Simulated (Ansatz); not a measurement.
Program: Ansatz 0.2.0.

C₆H₁₄ (`CCC(C)CC`) at its PBE0-D4/def2-TZVP geometry, where that method's forces vanish. Charge 0, multiplicity 1.

```tsv
atom	x (Å)	y (Å)	z (Å)
C1	-2.2747	-0.0748	-0.1944
C2	-1.1455	-1.0940	-0.2034
C3	0.2375	-0.5508	0.1659
C4	0.2769	-0.0266	1.5958
C5	0.7273	0.4880	-0.8416
C6	2.1919	0.8625	-0.6868
H7	-2.1007	0.7307	-0.9117
H8	-3.2224	-0.5483	-0.4609
H9	-2.4043	0.3796	0.7907
H10	-1.0836	-1.5499	-1.1981
H11	-1.3935	-1.9075	0.4879
H12	0.9288	-1.4031	0.1090
H13	1.2953	0.2103	1.9097
H14	-0.1177	-0.7681	2.2959
H15	-0.3193	0.8840	1.7036
H16	0.1127	1.3918	-0.7613
H17	0.5624	0.0971	-1.8525
H18	2.3889	1.3486	0.2714
H19	2.8323	-0.0226	-0.7467
H20	2.5076	1.5530	-1.4724
```

Problem. For each bond, give half the difference of the two atoms' forces along it (eV/Å; positive pushes the atoms apart) under PBE-D4, r2SCAN-D4, B3LYP-D4, ωB97M-V in def2-TZVPP. (An estimate is asked.)

Solution. The calculation gave: 
```json
{"bond": "C1–C2", "length (Å)": "1.521", "PBE-D4": "0.00", "r2SCAN-D4": "0.11", "B3LYP-D4": "0.19", "ωB97M-V": "0.18"}
{"bond": "C1–H8", "length (Å)": "1.092", "PBE-D4": "0.09", "r2SCAN-D4": "-0.04", "B3LYP-D4": "-0.08", "ωB97M-V": "-0.07"}
{"bond": "C1–H9", "length (Å)": "1.093", "PBE-D4": "0.11", "r2SCAN-D4": "-0.04", "B3LYP-D4": "-0.07", "ωB97M-V": "-0.08"}
{"bond": "C2–C3", "length (Å)": "1.531", "PBE-D4": "0.01", "r2SCAN-D4": "0.07", "B3LYP-D4": "0.10", "ωB97M-V": "0.07"}
{"bond": "C3–C4", "length (Å)": "1.523", "PBE-D4": "0.01", "r2SCAN-D4": "0.09", "B3LYP-D4": "0.16", "ωB97M-V": "0.13"}
{"bond": "C3–C5", "length (Å)": "1.528", "PBE-D4": "0.02", "r2SCAN-D4": "0.06", "B3LYP-D4": "0.11", "ωB97M-V": "0.07"}
{"bond": "C4–H13", "length (Å)": "1.092", "PBE-D4": "0.10", "r2SCAN-D4": "-0.04", "B3LYP-D4": "-0.09", "ωB97M-V": "-0.07"}
{"bond": "C4–H14", "length (Å)": "1.093", "PBE-D4": "0.10", "r2SCAN-D4": "-0.03", "B3LYP-D4": "-0.07", "ωB97M-V": "-0.07"}
{"bond": "C5–C6", "length (Å)": "1.520", "PBE-D4": "0.00", "r2SCAN-D4": "0.11", "B3LYP-D4": "0.18", "ωB97M-V": "0.19"}
{"bond": "C5–H16", "length (Å)": "1.096", "PBE-D4": "0.12", "r2SCAN-D4": "-0.04", "B3LYP-D4": "-0.11", "ωB97M-V": "-0.10"}
{"bond": "C5–H17", "length (Å)": "1.096", "PBE-D4": "0.10", "r2SCAN-D4": "-0.04", "B3LYP-D4": "-0.11", "ωB97M-V": "-0.10"}
{"bond": "C6–H18", "length (Å)": "1.092", "PBE-D4": "0.11", "r2SCAN-D4": "-0.04", "B3LYP-D4": "-0.07", "ωB97M-V": "-0.08"}
{"bond": "C6–H19", "length (Å)": "1.094", "PBE-D4": "0.11", "r2SCAN-D4": "-0.03", "B3LYP-D4": "-0.06", "ωB97M-V": "-0.07"}
{"bond": "C6–H20", "length (Å)": "1.092", "PBE-D4": "0.09", "r2SCAN-D4": "-0.04", "B3LYP-D4": "-0.08", "ωB97M-V": "-0.08"}
```

B3LYP here is the variant with VWN-RPA as its local correlation; programs differ in this.
